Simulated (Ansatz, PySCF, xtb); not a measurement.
Bond stretch in C₂H₃N, SMILES CC#N. The C1–H6 bond (C1 also carries C, H, H; H6 carries nothing else) is pulled apart rigidly from the PBE0/def2-TZVP optimised geometry.

Levels: RKS-B3LYP/6-31G* = restricted B3LYP/6-31G*, spherical d (PySCF); UHF/cc-pVTZ (Ansatz, a first-principles code); GFN1-xTB (xtb); RHF/cc-pVTZ (Ansatz); UCCSD = CCSD on UHF/cc-pVTZ, frozen core (Ansatz).

Energies are in kJ/mol, each relative to the lowest point of its own curve near equilibrium.

```csv
R / Å,RKS-B3LYP/6-31G*,UHF,GFN1-xTB,RHF,UCCSD
0.88,116.5,105.3,112.8,105.3,108.7
0.93,61.4,53.2,57.8,53.2,56.2
1.00,17.5,13.1,15.6,13.1,15.0
1.02,10.4,7.1,9.1,7.1,8.6
1.06,2.1,0.6,1.6,0.6,1.3
1.09,0.0,0.0,0.0,0.0,0.0
1.13,1.8,3.7,2.2,3.7,2.7
1.16,6.0,9.4,6.5,9.4,7.4
1.22,20.0,26.3,20.3,26.3,22.4
1.26,32.4,40.9,32.5,40.9,35.5
1.37,74.8,89.7,74.3,89.7,79.6
1.48,123.3,145.3,122.6,145.3,129.4
1.64,195.6,228.8,195.1,229.2,203.3
1.80,264.2,288.0,264.5,310.1,275.9
1.98,333.5,324.0,334.8,393.9,346.2
2.15,390.7,341.9,391.9,464.8,396.8
2.38,455.7,353.9,454.2,548.1,437.9
2.72,529.0,360.5,518.3,647.6,460.6
2.97,568.9,362.1,548.8,705.7,465.9
3.26,604.2,362.9,—,760.5,468.3
3.81,647.4,363.2,—,836.1,469.7
```

At the longest distance, 3.81 Å, RHF lies highest above its minimum (836.1 kJ/mol) and UHF lowest (363.2 kJ/mol).

A dash means that the run gave no value there, or that the column was ended at a point which the program doubted or which failed a test of continuity chosen for this set; such a test can also cut sound points.

The restricted form behind RKS-B3LYP/6-31G*, RHF keeps the bonding electrons paired and can't separate into open-shell fragments. The unrestricted determinant behind UHF, UCCSD is spin-contaminated at 1.64 to 3.81 Å (<S²> up to 1.1, against 0.00 for a pure singlet).
